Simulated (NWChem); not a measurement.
# Correlation energy of ethylene (C2H4)

```
C
C 1 1.3406
H 1 1.1026 2 121.77
H 1 1.1026 3 116.47 2 180.00
H 2 1.1026 1 121.77 3 180.00
H 2 1.1026 5 116.47 1 180.00
```
Charge 0, spin multiplicity 1.

The numbers come from NWChem runs, not from measurements. Structure: optimised with PBE/def2-SVP, a minimum by its harmonic frequencies.

Basis set: def2-TZVP. Each correlation energy counts from its own Hartree-Fock reference.

The correlated methods keep 2 core orbitals frozen. Coupled-cluster values serve here as a point of comparison, not as the truth.

### Question
For the correlation energy, CR-CCSD[T] gives -363.7 mHa and MP2 gives -325.1 mHa. What do CCSD, CCSD+T(CCSD), CCSD(T) give?

### Answer
CCSD: -351.5 mHa; CCSD+T(CCSD): -366.6 mHa; CCSD(T): -366.1 mHa.
